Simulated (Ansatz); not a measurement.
A made-up structure of CHOSi, doublet:

C1  (-1.831, 0.059, 0.162)
Si2  (-0.237, 0.935, -0.144)
O3  (1.090, -0.027, -0.098)
H4  (-0.001, 2.335, -0.140)
(Å)

It is relaxed with PBE-D4/def2-SVP and then PBE0-D4/def2-TZVP (Ansatz 0.2.0). Atoms count as bonded within 1.22 times the sum of their covalent radii (H–H: 0.88 Å). The end point is not checked to be a true minimum.

(1) Does its bonding change? (Judge from chemistry; the calculation decides.)

Answers

(1) Computed: No: no bond forms or breaks.

Where it ends: The first stage lowers the energy by 0.22 eV in 4 steps. It ends as CHOSi ([C][SiH][O]):
C1  (-1.838, 0.174, 0.129)
Si2  (-0.112, 0.850, -0.069)
O3  (1.109, -0.056, -0.120)
H4  (-0.138, 2.333, -0.161)
(Å)

Labels in which every atom is bracketed show which atoms are joined, not bond orders.

For scale, one of the runs: PBE0-D4/def2-TZVP relaxation, 105 basis functions, launched by `ansatz run in.yaml --threads 2 --pin off --events-out ev --progress --plain --max-ram 4352MiB`. Hardware: 2 CPU threads of an Arm Neoverse V1, shared host. Wall time about 49 s.
